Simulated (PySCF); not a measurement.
Structure with atom numbers: `[CH3:1][O-:2]`; H(Xn) means a hydrogen on atom n.

Geometry: PBE0-D3(BJ)/def2-SVP; GIAO shifts from PySCF 2.14.0 with density-fitted response routines, gas phase, non-relativistic, averaged over equivalent atoms.

At PBE0/pcSseg-1 (49 basis functions, 1.6 s wall time on 1 thread of an Arm Neoverse V1, shared host):
```
atoms  δ (ppm)
   C1     71.4
   O2     68.7
H(C1)     6.08
```

δ = σ(ref) − σ, references computed at the same level: 13C (184.41 ppm), 1H (31.27 ppm) vs TMS; 17O (334.56 ppm) against H2O.

Question: What do these become at PBE0/pcSseg-2?

Answer: 
```tsv
atoms	δ at PBE0/pcSseg-2	change
C1	74.1	+2.7
O2	41.3	-27.4
H(C1)	6.65	+0.57
```

References, each an isolated molecule treated in the same way: 13C (σref 184.13), 1H (σref 31.25) against TMS; 17O (σref 328.15) against H2O.

The largest change is at O2 (oxygen bonded to C). Cost: 114 basis functions, 2.2 s wall time on 1 thread of an Arm Neoverse V1, shared host.

Experimental scales use liquid or dissolved standards, which lie at an offset from isolated H2O (liquid H2O: subtract about 36 ppm).
